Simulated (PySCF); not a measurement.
A structure optimised at B3LYP-D3(BJ)/def2-SVP, used in a PySCF frequency run:

```xyz
9

C      0.0000     0.7149     1.2748
C      0.0000    -0.7149     1.2748
C      0.0000    -1.2414     0.0075
S      0.0000     0.0000    -1.1982
C      0.0000     1.2414     0.0075
H      0.0000     1.3261     2.1785
H      0.0000    -1.3261     2.1785
H      0.0000    -2.2898    -0.2867
H      0.0000     2.2898    -0.2867
```

Question: Write its SMILES, formula and point group.

Answer: c1ccsc1, C4H4S, C2v

Question: What are its rotational constants (standard atomic weights)?

Answer: 7.9696, 5.3406, 3.1977 GHz
